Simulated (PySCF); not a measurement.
# Electric field gradients and quadrupole coupling constants

Cyclopentadienethione, C5H4S.
Structure used (PBE0-D3(BJ)/def2-TZVP), in Å, numbered top down from 1:
```
atom  x, y, z in Å
S1     2.693   -0.645   -0.238
C2     1.126   -0.270   -0.100
C3    -0.010   -1.210   -0.103
C4    -1.133   -0.491    0.032
C5    -0.780    0.947    0.131
C6     0.551    1.078    0.053
H7     0.103   -2.279   -0.201
H8    -2.144   -0.873    0.067
H9    -1.502    1.744    0.247
H10    1.146    1.977    0.090
```

Field gradients from the PBE0/pcSseg-2 density (PySCF, non-relativistic), principal values in atomic units, ordered |Vxx| ≤ |Vyy| ≤ |Vzz|:

```json
{"atom": "S1", "Vxx": "0.7613", "Vyy": "2.3487", "Vzz": "-3.1100"}
```

Problem. Find the asymmetry η = (Vxx − Vyy)/Vzz and the couplings χ = eQV/h (234.96 MHz × Q in barn × V in au), with Q(33S) = −0.0678 b.

Solution. 
```csv
atom,environment,nucleus,η,χzz (MHz),χxx (MHz),χyy (MHz)
S1,thiocarbonyl sulfur,33S,0.51,49.54,-12.13,-37.42
```

The tensor is traceless: Vxx + Vyy + Vzz = 0.

Problem. What is Vzz at S1 in SI units (1 au = 9.71736 × 10²¹ V/m²)?

Solution. -3.1100 au = -30.221 × 10²¹ V/m².

Problem. And the gradient at the other heavy atoms, for which no coupling is worked out here?

Solution. 
```csv
atom,environment,Vzz (au),η
C2,thiocarbonyl carbon,0.527,0.05
C3,alkene CH carbon,0.254,0.81
C4,alkene CH carbon,0.369,0.51
C5,alkene CH carbon,0.369,0.51
C6,alkene CH carbon,0.254,0.81
```

Problem. What couplings would deuterons (Q(2H) = 0.00286 b) have in place of the hydrogens, at this geometry?

Solution. 
```json
{"atom": "H7", "bonded to": "C3", "bond length (Å)": "1.079", "Vzz (au)": "0.3034", "η": "0.06", "χzz (kHz)": "204"}
{"atom": "H8", "bonded to": "C4", "bond length (Å)": "1.082", "Vzz (au)": "0.2985", "η": "0.04", "χzz (kHz)": "201"}
{"atom": "H9", "bonded to": "C5", "bond length (Å)": "1.082", "Vzz (au)": "0.2984", "η": "0.04", "χzz (kHz)": "200"}
{"atom": "H10", "bonded to": "C6", "bond length (Å)": "1.079", "Vzz (au)": "0.3034", "η": "0.06", "χzz (kHz)": "204"}
```

Isolated species at its PBE0-D3(BJ)/def2-TZVP geometry, gas phase.

These values come from a run that also computed NMR shieldings. Hardware: an Arm Neoverse V1 with one thread (shared host). Cost: 33 s of wall time, 1.4 GiB resident at most.
